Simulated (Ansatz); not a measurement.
Consider the silylene formation by 1,1-elimination: `O[SiH2]F` → H–F + `O[SiH]`.

Gas-phase electronic energies from Ansatz, PBE0-D4/def2-TZVP geometries. CBS: MP2 limit from def2 TZ/QZ plus the TZ coupled-cluster correction, frozen cores. This one scheme is used for every species. Functionals use def2-TZVPP. One conformer a species, not always the lowest.

(1) Is it downhill or uphill in electronic energy at CCSD(T)/CBS, and by how much? (Estimate.)

(2) What do these levels give: PBE0-D4, BHLYP-D4, B2PLYP, r2SCANh, CCSD(T)/def2-TZVPP, MP2/CBS(def2)? (Estimate.)

Largest T1 diagnostic among the species: 0.016.

Results:

(1) Ansatz gave: Uphill: ΔE = +3.50 eV.

(2) Computed: PBE0-D4 3.51, BHLYP-D4 3.68, B2PLYP 3.51, r2SCANh 3.70, CCSD(T)/def2-TZVPP 3.45, MP2/CBS(def2) 3.67 eV.

In def2-TZVPP, CCSD(T) changes the Hartree–Fock value by −0.23 eV (the triples alone add −0.02 eV) and MP2 by −0.06 eV. From BLYP to BHLYP (50 % exact exchange), in def2-TZVPP and without D4, ΔE moves by +0.43 eV.
